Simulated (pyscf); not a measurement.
A first-order saddle from PySCF, ωB97X-D3(BJ)/def2-SVP:

```xyz
11

C     -0.0460     0.1481     0.5107
C     -0.2169    -0.4423    -0.6978
C     -1.1593    -1.5059    -0.8990
N     -1.9273    -2.3592    -1.0615
H     -0.5134    -0.2634     1.4083
H      0.7296     0.9052     0.6462
H      0.3221    -0.0943    -1.5842
C     -1.7089     1.9180     0.6573
H     -1.3849     2.5324    -0.1859
H     -2.5928     1.2903     0.5211
H     -1.4735     2.2655     1.6671
```
Charge 0, spin multiplicity 2.

Surface: doublet, charge 0. Lowest wavenumbers (cm⁻¹): 338i, 79, 86, 216, 238.

Problem. What reaction is this the transition state of?

Solution. H₂C=CH–C≡N + methyl (CH₃•) ⇌ H₃C–CH₂–CH•–C≡N, an addition read from left to right: none broken and C–C formed. At ωB97M-D3(BJ)/def2-TZVP it lies +8.8 kJ/mol from the left side and +164.6 kJ/mol from the right (each side as separated species at their lowest minima found). This is the saddle that the search found; another between the same sides may lie lower.
